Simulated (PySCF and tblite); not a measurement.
Results of a calculation; reference values are marked as such.
C₄H₈O, numbered as in [CH3:1][CH2:2][CH2:3][CH:4]=[O:5].

Geometries PBE0-D3(BJ)/def2-SVP; weights from PBE0-D3(BJ)/def2-TZVP energies and GFN2-xTB thermal corrections, with symmetry numbers and mirror pairs. Conformers within 4 kcal/mol (GFN2-xTB free energy) were kept, 7 at most. (PySCF 2.14, tblite 0.8.)

An NOE distance is ⟨r⁻⁶⟩^(−1/6) over all pairs of like atoms and, for the average, over conformers.

Torsions listed: C1–C2–C3–C4, C2–C3–C4–O5. Of a mirror pair one member is shown.

```csv
conformer,shape,weight %
1,"-70°, -3°",39.7
2,"-179°, 0°",33.7
3,"-177°, -133°",12.3
4,"66°, -132°",12.3
```

Not shown: 1 more, 2.0 % in all.

Q: Which H–H contacts under 3.5 Å would NOEs report (pairs on one atom left out) at 298.15 K?

A: 
```
     pair  in 1 (Å)  in 2 (Å)  in 3 (Å)  in 4 (Å)  average (Å)
H3 ··· H4      2.48      2.49      2.77      2.76         2.54
H1 ··· H2      2.63      2.64      2.63      2.63         2.63
H2 ··· H3      2.60      2.72      2.71      2.58         2.64
H1 ··· H3      3.21      2.97      2.96      3.24         3.09
H2 ··· H4      4.01      3.81      2.69      2.78         3.28
```

Longer pairs under the limit may be missing.

Thermal terms of a conformer that GFN2-xTB lacks, or places elsewhere, come from the nearest GFN2-xTB minimum; such a conformer stays in the set even outside the window.
